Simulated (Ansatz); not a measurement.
Abridged output of a molecular run in Ansatz:

```
Functional definition: HF
1863 factors; integrals over basis functions are off by at most 1.1e-3 eV
mean field evaluation 1: about -9006.5305 eV, gradient 4.1e1 eV
mean field evaluation 2: about -9006.8326 eV, gradient 4.1e1 eV
mean field evaluation 4: about -9010.8099 eV, gradient 4.8e0 eV
mean field evaluation 8: about -9010.8736 eV, gradient 2.6e-1 eV
mean field -9010.87388290 eV, -331.1435074067 hartree, gradient 1.6e-6 eV, S^2 0.000000; 0 other end points of the search recorded, 0 dependent functions left out
6 core orbitals not correlated: weight in the atoms' cores, before any rotation towards them, 1.000 or more for the frozen orbitals, at most 0.000 for the correlated occupied ones
reference -9010.87388290 eV, -331.1435074067 hartree; 19, 19 occupied and 287, 287 virtual orbitals, 1863 factors
second order -32.10127430 eV of doubles, -0.00000000 eV of singles
cycle   1  -32.51306070 eV  change   -4.1e-1 eV  update   1.1e-1
cycle   2  -33.22766857 eV  change   -7.1e-1 eV  update   3.1e-2
cycle   3  -33.38045177 eV  change   -1.5e-1 eV  update   1.5e-2
cycle   4  -33.36908190 eV  change    1.1e-2 eV  update   3.2e-3
cycle   5  -33.36887693 eV  change    2.0e-4 eV  update   1.5e-3
cycle   6  -33.36978082 eV  change   -9.0e-4 eV  update   4.6e-4
cycle   7  -33.36953489 eV  change    2.5e-4 eV  update   1.8e-4
cycle   8  -33.36945202 eV  change    8.3e-5 eV  update   5.6e-5
cycle   9  -33.36946840 eV  change   -1.6e-5 eV  update   1.8e-5
perturbative correction -1.20711806 eV, -0.0443607703 hartree
Total energy: -9045.45046935 eV, -332.4141735221 hartree
```

Its atoms:

Cartesian coordinates in Å:
```
C -0.622 0.510 -2.160
C -0.182 0.938 -0.771
C 0.052 -0.247 0.133
O 0.460 0.224 1.408
C 0.588 -0.750 2.352
F 1.688 -1.553 2.103
H 0.130 -0.124 -2.638
H -1.558 -0.055 -2.126
H -0.783 1.376 -2.805
H -0.936 1.586 -0.314
H 0.742 1.521 -0.827
H 0.824 -0.904 -0.285
H -0.869 -0.840 0.242
H 0.748 -0.261 3.314
H -0.281 -1.421 2.375
```

(1) Which basis set was used?
A. cc-pV(Q+d)Z
B. def2-SVP
C. def2-TZVPPD
D. def2-TZVPP

(2) Write the keys of the input that set method, charge and spin (a neutral closed shell needs none for the last two).

## Answers

(1) D. It gives 312 functions.

(2) 
```yaml
correlation: {method: ccsd_t}
```
